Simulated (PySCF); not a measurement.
diphosphorus (P2), SMILES P#P. Geometry optimised at B3LYP-D3(BJ)/def2-TZVPD.

PySCF 2.14.0 with TDA-ωB97X/def2-TZVPD puts the lowest singlet excitations at 3.39, 3.74, 3.74, 4.40, 4.40, 6.96 eV.

### Question
What are the lowest excitation roots from ADC(3)/aug-cc-pVDZ in PySCF? (An estimate is asked for; the answer gives what the named calculation found.)

### Answer
3.80, 4.02, 4.02, 4.39, 4.39, 6.49 eV. S1 differs by 0.41 eV (second minus first; roots are paired by order, and the bases may differ).
